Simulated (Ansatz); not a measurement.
```yaml
crystal:
  periodic: [false, false, false]
  atoms:
    - {symbol: C, position_ang: [-1.535879, 0.697044, 0.603540]}
    - {symbol: C, position_ang: [-0.256991, 0.483282, -0.206018]}
    - {symbol: C, position_ang: [0.483297, -0.511509, 0.354914]}
    - {symbol: C, position_ang: [1.651445, -0.821058, -0.648405]}
    - {symbol: H, position_ang: [-2.526368, 0.786201, 0.010805]}
    - {symbol: H, position_ang: [-1.630097, 1.790950, 1.060071]}
    - {symbol: H, position_ang: [-1.798222, 0.204771, 1.360577]}
    - {symbol: H, position_ang: [-0.118581, 1.009442, -0.960786]}
    - {symbol: H, position_ang: [0.413953, -0.951385, 0.955309]}
    - {symbol: H, position_ang: [2.592922, -0.805994, -0.055045]}
    - {symbol: H, position_ang: [1.576065, -1.912812, -0.943966]}
    - {symbol: H, position_ang: [1.749978, -0.402405, -1.471094]}
basis:
  gaussian: {orbitals: aug-cc-pVDZ}
magnetization: {spin_polarized: true, initial_magnetization: 8}
hamiltonian: {xc: {name: B2PLYP}}
output: {forces: true}
```

```sh
$ ansatz run in.yaml --threads 4 --pin off --events-out ev --progress --plain --max-ram 10444MiB
```

Shortened log:

```
Functional definition: B2PLYP
1624 factors; integrals over basis functions are off by at most 7.0e-4 eV
mean field evaluation 1: about -4214.4941 eV, gradient 4.0e1 eV
mean field evaluation 2: about -4214.4979 eV, gradient 4.0e1 eV
mean field evaluation 4: about -4219.4694 eV, gradient 2.7e1 eV
mean field evaluation 8: about -4228.4271 eV, gradient 2.3e0 eV
mean field evaluation 16: about -4228.8106 eV, gradient 4.0e-2 eV
mean field evaluation 32: about -4228.8116 eV, gradient 3.2e-6 eV
mean field -4228.81155706 eV, -155.4059583304 hartree, gradient 3.2e-6 eV, S^2 20.016958; 6 other end points of the search recorded, 0 dependent functions left out
4 core orbitals not correlated: weight in the atoms' cores, before any rotation towards them, 1.000 or more for the frozen orbitals, at most 0.000 for the correlated occupied ones
reference -4228.81171664 eV, -155.4059641952 hartree; 16, 8 occupied and 144, 152 virtual orbitals, 1624 factors
second order -15.96781142 eV of doubles, -0.00000000 eV of singles
Total energy: -4233.12302573 eV, -155.5644018817 hartree
Atom 0 at    -1.535879     0.697044     0.603540 Å, force     9.883713    -6.164615    -5.046051 eV/Å
Atom 1 at    -0.256991     0.483282    -0.206018 Å, force    -5.755014     1.806816     3.186325 eV/Å
Atom 2 at     0.483297    -0.511509     0.354914 Å, force     7.752367    14.760058   -26.477399 eV/Å
Atom 3 at     1.651445    -0.821058    -0.648405 Å, force     0.223325     3.654806    11.883746 eV/Å
Atom 4 at    -2.526368     0.786201     0.010805 Å, force    -6.450322     1.210087    -4.422737 eV/Å
Atom 5 at    -1.630097     1.790950     1.060071 Å, force    -0.694389     8.160240     2.854322 eV/Å
Atom 6 at    -1.798222     0.204771     1.360577 Å, force    -2.961282    -4.214120     7.610731 eV/Å
Atom 7 at    -0.118581     1.009442    -0.960786 Å, force     1.641088     5.135025    -7.252311 eV/Å
Atom 8 at     0.413953    -0.951385     0.955309 Å, force    -3.546061   -21.083184    29.004123 eV/Å
Atom 9 at     2.592922    -0.805994    -0.055045 Å, force     0.167073    -0.348313    -0.011896 eV/Å
Atom 10 at     1.576065    -1.912812    -0.943966 Å, force    -0.738298    -6.357635    -1.942826 eV/Å
Atom 11 at     1.749978    -0.402405    -1.471094 Å, force     0.477800     3.440836    -9.386029 eV/Å
Dipole moment:     0.902955    -0.182082     0.179280 e Å
```

(1) What is wrong with this run?

## Answers

(1) The spin is set far too high for this molecule. Self-consistency was reached. The result belongs to that input, not to the molecule as meant.
